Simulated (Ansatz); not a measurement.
## Relative stability

Two relaxed structures of BSiH₃S, closed shell (PBE0-D4/def2-TZVP; forces vanish, vibrations not checked).

A:

B1  (0.280, -0.031, -0.905)
Si2  (-0.261, -0.406, 0.998)
S3  (-0.256, 1.489, 0.307)
H4  (-0.540, -0.338, -1.716)
H5  (1.453, -0.121, -1.105)
H6  (-0.677, -0.594, 2.420)
(Å)

B:

```xyz
6
angstrom
B 0.3243 -0.4379 -0.9046
Si -0.2878 0.1967 0.8699
S -0.5300 2.1309 0.9757
H -0.4669 -0.6734 -1.7671
H 1.4886 -0.4612 -1.1677
H -0.5282 -0.7551 1.9938
```

Program: Ansatz 0.2.0. Basis: def2-TZVPP. Cores are frozen in the correlated methods. B3LYP uses VWN-RPA correlation.

Which structure is lower at CCSD(T), and by how much? (An estimate is asked for; the value comes from the calculation.)

By the calculation: A, by 0.053 eV (electronic energy, against the other). By their contacts, A is BSiH₃S ([BH2]1[SiH][S]1) and B is BSiH₃S ([BH2][SiH][S]).

Do the other methods give the same order? (Judge from chemistry; the calculation decides.)

By the calculation: Not all: B3LYP-D4, HF, CCSD give the other order.

```
   method  E(B) − E(A) (eV)
   PBE-D4             0.232
r2SCAN-D4             0.111
  PBE0-D4             0.157
 B3LYP-D4            -0.043
  wB97M-V             0.101
       HF            -0.523
      MP2             0.107
     CCSD            -0.041
  CCSD(T)             0.053
```

No T1 diagnostic of these runs exceeds 0.020.

Labels in which every atom is bracketed show which atoms are joined, not bond orders.

For scale, one of the runs: CCSD(T)/def2-TZVPP, 157 basis functions, launched by `ansatz run in.yaml --threads 2 --pin off --events-out ev --progress --plain --max-ram 4352MiB`. The run took 12 s on 2 CPU threads of an Arm Neoverse V2 (shared host), with 0.98 GiB of host memory at its peak.
